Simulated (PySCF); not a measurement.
# A diatomic session: HF

What are the lowest state that PBE0 finds, the bond length, vibrational wavenumber and bond energy of HF, and how much do these hang on the method?

Method: H def2-TZVP, F def2-TZVP, no relativity; program: PySCF 2.14.0.

## (1) The job

Settings of the job:

```
atoms                         : H, F
charge                        : 0
basis                         : H def2-TZVP, F def2-TZVP
Hamiltonian                   : no relativity
basis functions               : 37
electrons treated             : 10
masses in u                   : 1.0078, 18.9984
levels                        : PBE0, PBE, r²SCAN, MN15, B2PLYP, revPBE, HSE06, HF, MP2, SCS-MP2, CCSD, CCSD(T)
grid                          : 80 radial by 434 angular points
occupations                   : held fixed by the projection of orbital angular momentum
dissociation limit            : H + F, each in its ground configuration
starting distance in angstrom : 0.935
values of 2S to try           : 0, 2
```

Launch:

```
$ OMP_NUM_THREADS=1 python dia.py task.json out
```

After this run come: PBE0 along the bond; PBE (GGA); r²SCAN; MN15 (hybrid meta-GGA); B2PLYP; revPBE (GGA); HSE06 (range-separated hybrid); RHF (mean field); Correlated methods on the Hartree–Fock reference.

Q: Predict the outcome of this session. Wanted: for each run, Re; ωe; De; μ.

As calculated:

Lowest PBE0 solution found, without spin–orbit coupling: ¹Σ⁺ (singlet), closed shell.

| level | Re (Å) | ωe (cm⁻¹) | De (eV) | μ (D) |
| --- | --- | --- | --- | --- |
| RHF | 0.900 | 4470 | 4.14 | -1.98 |
| RHF-MP2 | 0.922 | 4143 | 6.01 | n/a |
| RHF-SCS-MP2 | 0.922 | 4132 | 5.91 | n/a |
| RHF-CCSD | 0.919 | 4177 | 5.76 | n/a |
| RHF-CCSD(T) | 0.921 | 4142 | 5.83 | n/a |
| PBE | 0.932 | 3972 | 6.06 | -1.90 |
| revPBE | 0.932 | 3971 | 5.89 | -1.88 |
| r²SCAN | 0.923 | 4088 | 5.90 | -1.91 |
| PBE0 | 0.920 | 4153 | 5.84 | -1.93 |
| HSE06 | 0.920 | 4144 | 5.82 | -1.93 |
| MN15 | 0.922 | 4181 | 6.04 | -1.97 |
| B2PLYP | 0.922 | 4112 | 5.91 | -1.97 |

De is counted to H + F in their ground configurations. A positive dipole means H(−)F(+).

Differences from CCSD(T) in the same basis:

| level | Re (mÅ) | ωe (%) |
| --- | --- | --- |
| RHF | -21 | +7.9 |
| RHF-MP2 | +1 | 0.0 |
| RHF-SCS-MP2 | +1 | -0.2 |
| RHF-CCSD | -2 | +0.9 |
| PBE | +11 | -4.1 |
| revPBE | +11 | -4.1 |
| r²SCAN | +2 | -1.3 |
| PBE0 | -1 | +0.3 |
| HSE06 | -1 | +0.1 |
| MN15 | +1 | +1.0 |
| B2PLYP | +1 | -0.7 |

In words: Judged by CCSD(T) in the same basis: best bond length RHF-MP2 and RHF-SCS-MP2 and PBE0 (1 mÅ off), worst RHF (-21 mÅ); best wavenumber RHF-MP2 (0.0 %), worst RHF (+7.9 %). Hartree–Fock makes the bond too short and too stiff against this reference, as it mostly does. PBE gives a bond that is too long and too soft, as GGAs tend to. Among the levels with a De in the table, it runs from 4.14 eV (RHF) to 6.06 eV (PBE).

Correlated steps freeze 1 core orbital. B2PLYP dipoles, levels and charges come from its SCF part alone.
